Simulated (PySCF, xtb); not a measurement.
# Relative energy of two isomers of FH2OSi+

We compare a, `[OH2+][Si]F`, a singlet, with b, `O[SiH+]F`, a singlet. Both are isolated ions in the gas phase, relaxed with PBE0-D4/def2-SVP; the shapes shown needn't be the lowest conformers.

a (Å):

```xyz
5

F     0.5234   -0.4124   -0.3571
O    -1.1857   -0.7967   -2.0933
Si    0.3159   -1.6971   -1.2869
H    -1.7671   -1.1363   -2.7989
H    -1.4662    0.1012   -1.8249
```

b (Å):

```xyz
5

F    -0.7593    0.5989   -1.4173
O     0.2311   -0.1577    0.9079
Si    0.1647   -0.3888   -0.6371
H     0.6765   -0.5545    1.6717
H     0.8621   -1.4128   -1.4173
```

Quicker runs give these differences E(b) − E(a): GFN2-xTB −33.8 kcal/mol; HF/STO-3G +38.7 kcal/mol (at GFN2-xTB geometries); r2SCAN-D4/def2-SVP −2.5 kcal/mol (at GFN2-xTB geometries).

**Question.** Which of the two would you expect CCSD(T)/def2-TZVP electronic energies to favour?

**Answer.** Structure b; the calculation gives E(b) − E(a) = −5.5 kcal/mol.

The same difference at several levels:

```json
{"level": "GFN2-xTB", "geometry": "GFN2-xTB", "E(b) − E(a) (kcal/mol)": "−33.8", "departure from the last row (kcal/mol)": "−28.4", "job, with rough time for the two": "optimisation, 0.36 s"}
{"level": "HF/STO-3G", "geometry": "GFN2-xTB", "E(b) − E(a) (kcal/mol)": "+38.7", "departure from the last row (kcal/mol)": "+44.2", "job, with rough time for the two": "single point, 3.4 s"}
{"level": "r2SCAN-D4/def2-SVP", "geometry": "GFN2-xTB", "E(b) − E(a) (kcal/mol)": "−2.5", "departure from the last row (kcal/mol)": "+3.0", "job, with rough time for the two": "single point, 15 s"}
{"level": "PBE0-D4/def2-SVP", "geometry": "PBE0-D4/def2-SVP", "E(b) − E(a) (kcal/mol)": "+2.1", "departure from the last row (kcal/mol)": "+7.6", "job, with rough time for the two": "optimisation, 87 s"}
{"level": "HF/def2-TZVP", "geometry": "PBE0-D4/def2-SVP", "E(b) − E(a) (kcal/mol)": "−9.2", "departure from the last row (kcal/mol)": "−3.7", "job, with rough time for the two": "part of the CCSD(T) run"}
{"level": "MP2/def2-TZVP", "geometry": "PBE0-D4/def2-SVP", "E(b) − E(a) (kcal/mol)": "−8.7", "departure from the last row (kcal/mol)": "−3.2", "job, with rough time for the two": "part of the CCSD(T) run"}
{"level": "CCSD(T)/def2-TZVP", "geometry": "PBE0-D4/def2-SVP", "E(b) − E(a) (kcal/mol)": "−5.5", "departure from the last row (kcal/mol)": "", "job, with rough time for the two": "single point, 99 s"}
```

As drawn, b has 1 Si–H in place of 1 O–H.

HF/STO-3G, PBE0-D4/def2-SVP put the two in the other order. The largest departure from CCSD(T)/def2-TZVP is that of HF/STO-3G, 44.2 kcal/mol.

With thermal terms from frequencies at re-optimised GFN2-xTB minima (ideal gas, soft modes damped towards free rotors, one conformer each, 298.15 K, 1 atm): on the last row, ΔE + ΔZPE = −6.4, ΔH = −6.4, ΔG = −6.3 kcal/mol.

The correlated steps freeze 7 core orbitals. Programs: PySCF 2.14.0, xtb 6.7.1; the last row on 2 threads of Intel(R) Xeon(R) Processor @ 2.50GHz (Skylake/Cascade Lake) on a shared host.
